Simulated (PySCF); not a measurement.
## Computed data sheet: `F[SiH2][SiH3]`

Compound: FH₅Si₂.
Z-matrix (Å and degrees, GFN2-xTB geometry), rows numbered from 1:
```
F 
Si  1  1.6170
Si  2  2.3023  1  108.22
H   2  1.4610  1  102.29  3  -123.74
H   2  1.4611  1  102.28  3   123.74
H   3  1.4664  2  113.01  1    60.88
H   3  1.4664  2  113.02  1   -60.47
H   3  1.4664  2  109.98  1  -179.81
```

**GFN2-xTB geometry**

- Point group of the GFN2-xTB geometry: Cs
- Rotational constants A, B, C of the GFN2-xTB geometry: 15.945, 3.407, 2.994 GHz

PBE0/def2-SVPD ground state and vertical TDDFT (core frozen in the response) (PySCF):

- Dipole moment: 1.66 D
- HOMO energy: -8.77 eV
- LUMO energy: -0.82 eV
- HOMO–LUMO gap: 7.95 eV
- Lowest singlet excitation: 6.60 eV (188 nm, f = 0.025)
- Strongest line among the 6 lowest singlet transitions: S6 at 8.11 eV (153 nm, f = 0.063)
- Lowest triplet excitation (Tamm–Dancoff): 5.72 eV
- Static isotropic polarisability: 56.9 au
- Electronic spatial extent ⟨r²⟩ about the centre of nuclear charge: 433 bohr²

PBE0/pcSseg-1 ground state and GIAO shieldings, non-relativistic (PySCF):

* Lowest Hirshfeld atomic charge: -0.22 e on F1
* Highest Hirshfeld atomic charge: +0.35 e on Si2
* 1H chemical shifts (computed TMS as zero) by class: 5.74 (H4/H5), 3.47 (H6/H7/H8) ppm
* Isotropic shieldings of nuclei other than C and H, by class: 434 (F1), 338 (Si2), 470 (Si3) ppm
* Mayer bond orders between heavy atoms: F1–Si2 0.89, Si2–Si3 0.91

Monoisotopic mass (most abundant isotopes): 79.9914 u.

A dipole of 1.66 D is allowed in Cs, and pure rotational transitions are dipole-allowed. The 6 singlets span 6.60 to 8.11 eV, and their oscillator strengths add up to 0.15. The polarisability is 8.43 Å³ as a volume (1 au = 0.148185 Å³), or 1.35 au for each of the 42 electrons. With B = h/(8π²I), that is 505.379 GHz u Å² over I, the principal moments of inertia are 31.7, 148.3 and 168.8 u Å² (most abundant isotopes); the inertial defect Ic − Ia − Ib is -11.2 u Å² (zero for a rigid planar frame, negative otherwise).

Geometry: GFN2-xTB; no solvent or vibrations. NMR classes are plain means over equivalent atoms (diastereotopic ones count apart unless rotation or inversion swaps them), as if these changed places fast; in this geometry the members of some classes differ.
